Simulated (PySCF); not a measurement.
Gas-phase reaction: 2 AlF₂OH + Al₂O ⇌ H₂O + 2 AlF₂ + Al₂O₂

Method: PySCF energies (xtb for GFN2) plus ideal-gas RRHO corrections (1 bar). S°(298 K) at PBE0/def2-TZVP differs from the NASA 1993 table for Al₂O (+6 J/mol/K), Al₂O₂ (-11 J/mol/K); whether the harmonic model or the table's entry is off was not settled. † marks an energy on the PBE0/def2-TZVP geometry and frequencies; other levels use their own. MP2 freezes the core. 6-31G* has spherical d functions here. Open shells (unrestricted): AlF₂ (multiplicity 2); the rest are closed-shell singlets. GFN2 has no spin-polarisation term. B3LYP is the form with VWN-RPA correlation. AlF₂OH: computed as isolated molecules; such fragments, hydroxides, amides, oligomers or adducts are transient or little studied in the gas. MP2 isn't extrapolated to the basis-set limit; its ΔH°(298 K) is 538.2 kJ in def2-SVP and 509.0 kJ in def2-TZVPP. The harmonic model lacks anharmonicity and excited electronic states, which grow with temperature; levels with a mode under 35 cm⁻¹ are left out. Strong static correlation: Al₂O₂. Soft modes under 120 cm⁻¹ make the harmonic entropy rough for Al₂O.

| level | ΔE electronic, kJ | ΔH°(298 K), kJ | ΔS°(298 K), J/K | ΔG°(600 K), kJ |
|---|---|---|---|---|
| B3LYP/6-31G* | 539 | 531 | 132 | 454 |
| BLYP/def2-TZVP† | 494 | 486 | 133 | 409 |
| GFN2-xTB | 427 | 419 | 137 | 338 |
| HF/6-31G* | 628 | 622 | 135 | 542 |
| M06-2X/def2-TZVP† | 578 | 570 | 133 | 493 |
| MP2/def2-SVP† | 546 | 538 | 133 | 460 |
| MP2/def2-TZVPP† | 517 | 509 | 133 | 431 |
| PBE/def2-TZVP† | 473 | 466 | 133 | 388 |
| r2SCAN/def2-TZVP† | 494 | 487 | 133 | 409 |
| LDA/def2-TZVP† | 497 | 490 | 133 | 412 |
ΔH° is lowest at GFN2-xTB and highest at HF/6-31G*. No reference value is set beside these.
